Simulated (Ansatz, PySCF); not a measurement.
Species: C4H7, charge 0, multiplicity 2. It need not be the lowest isomer of its formula. 
Coordinates optimised at B3LYP-D3(BJ)/def2-TZVP (Ansatz, a quantum-chemistry and plane-wave program):
SMILES: C(C)(C)=[CH]
```xyz
11

C      0.0051    -0.0033     1.4978
C      0.0006     0.0247     0.1893
H      0.0103    -0.7489     2.2776
C     -0.0064     1.3118    -0.5953
H     -0.0071     2.1803     0.0604
H      0.8706     1.3657    -1.2469
H     -0.8883     1.3598    -1.2408
C      0.0020    -1.2451    -0.6366
H      0.0071    -2.1375    -0.0126
H     -0.8809    -1.2769    -1.2815
H      0.8806    -1.2710    -1.2875
```
Charge 0, spin multiplicity 2.

Dipole moments at this geometry, in debye (magnitudes).

| level | program | dipole (D) |
|---|---|---|
| SVWN5/def2-TZVPD | PySCF | 1.20 |
| BLYP/def2-TZVPD | Ansatz | 1.10 |
| r2SCAN/def2-TZVPD | Ansatz | (withheld) |
| BHLYP/def2-TZVPD | Ansatz | 1.00 |
| r2SCANh/def2-TZVPD | Ansatz | 1.05 |
| r2SCAN0/def2-TZVPD | Ansatz | 1.02 |
| CAM-B3LYP/def2-TZVPD | Ansatz | 1.05 |
| LC-wPBE/def2-TZVPD | Ansatz | 1.03 |
| wB97M-V/def2-TZVPD | Ansatz | (withheld) |

Q: What belongs in the gaps?

A: 
- r2SCAN/def2-TZVPD, dipole (D): 1.07
- wB97M-V/def2-TZVPD, dipole (D): 1.05
